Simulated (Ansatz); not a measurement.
System: litharge PbO. Method: rVV10 (Ansatz, a quantum-chemistry and plane-wave program, PAW).

Numerical settings: plane-wave cutoff 520 eV, 8×8×8 k mesh, Fermi–Dirac smearing 0.01 eV, scalar-relativistic PAW data made under PBE.

Computed at the level's own relaxed cell.

Give the computed lattice parameter c, smallest direct gap on the k points sampled, band gap and direct gap at Γ.


lattice parameter c: 4.994 Å
smallest direct gap on the k points sampled: 1.99 eV
band gap: 1.20 eV
direct gap at Γ: 2.36 eV

Measured, for comparison: lattice parameter c 5.023 Å (room temperature, no zero-point or thermal correction, our sources range from 4.995 to 5.023; as tabulated in Canepa et al. (2012), arXiv:1204.2842). Computed (rounded) less measured: lattice parameter c -0.6 % (0.0 % to -0.6 % over the range). A static lattice is as a rule a little smaller and stiffer than an uncorrected measurement, which narrows the difference in the lattice parameter c and would widen misses of the other sign.

Note: the bulk modulus comes from volumes at which shape and atoms were relaxed.

Spin–orbit coupling is not included; with these elements it can move the gap by several tenths of an eV or more.

The computed numbers hold no vibrational or temperature effects.
